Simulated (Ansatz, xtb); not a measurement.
**Relaxing a trial structure of C2H4Mg**

The starting geometry of this gas-phase singlet was built from a drawn formula by distance geometry and a force field; its bonds are those of `[CH][CH2][MgH]`.

```json
{"atom": "C", "x (Å)": "-0.5792", "y (Å)": "2.1845", "z (Å)": "-1.4482"}
{"atom": "C", "x (Å)": "0.0226", "y (Å)": "1.1177", "z (Å)": "-0.5542"}
{"atom": "Mg", "x (Å)": "-1.3744", "y (Å)": "0.7006", "z (Å)": "1.0338"}
{"atom": "H", "x (Å)": "0.1712", "y (Å)": "2.4355", "z (Å)": "-2.3021"}
{"atom": "H", "x (Å)": "0.9656", "y (Å)": "1.4326", "z (Å)": "-0.1095"}
{"atom": "H", "x (Å)": "0.1436", "y (Å)": "0.1863", "z (Å)": "-1.1490"}
{"atom": "H", "x (Å)": "-2.4927", "y (Å)": "0.3844", "z (Å)": "2.3622"}
```

Predict what it relaxes into with r2SCAN-D4/def2-SVP.

It rearranges to `C=[CH][MgH]`. Distances that change by over a tenth: C1–C2 (1.52 → 1.35 Å). Contacts that open: C2–Mg3 (2.16 → 3.03 Å). Contacts that close: C1–Mg3 (3.00 → 2.09 Å).

The energy falls by 3.82 eV over 18 steps:

```
step  E − E(last) (eV)
   1             3.825
   3             3.276
   5             2.246
   7             0.918
   9             0.335
  10             0.208
  12             0.054
  14             0.007
  16             0.000
  18             0.000
```

Final geometry (Å):

```xyz
7

C    -0.4719    1.7281   -0.6518
C     0.6242    0.9778   -0.8892
Mg   -1.9223    1.1541    0.7364
H    -0.5174    2.6524   -1.2543
H     1.4031    1.2590   -1.6162
H     0.8212    0.0259   -0.3718
H    -3.0801    0.6444    1.8798
```

From the same start GFN2-xTB reaches the same bonding as this run.

The end wasn't checked by frequencies. Run with Ansatz 0.2.0, 18 s on 1 thread of Intel(R) Xeon(R) 6975P-C (Granite Rapids) (shared host).
